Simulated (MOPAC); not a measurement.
MOPAC input (PM3):

```
PM3 1SCF GEO-OK AUX(PRECISION=9) THREADS=1
C3H7Cl

C     0.89987723 1   -0.63980222 1    0.00820165 1
C     2.37731719 1   -0.24900855 1    0.01729122 1
C     0.00782472 1    0.58561474 1   -0.00172371 1
H     0.66398392 1   -1.24623472 1    0.88519130 1
H     0.67618002 1   -1.25155889 1   -0.86828578 1
H     3.01152601 1   -1.13632650 1    0.02439659 1
Cl   -1.74447778 1    0.13955873 1   -0.01255726 1
H     2.63841844 1    0.33933707 1   -0.86522713 1
H     2.62614223 1    0.34469621 1    0.89976719 1
H     0.15871891 1    1.20107121 1    0.88308760 1
H     0.17103800 1    1.19569335 1   -0.88807143 1
```

Question: What heat of formation does the run end on, and which ionisation energy by Koopmans theorem?

Answer: -26.46 kcal/mol; 10.44 eV.
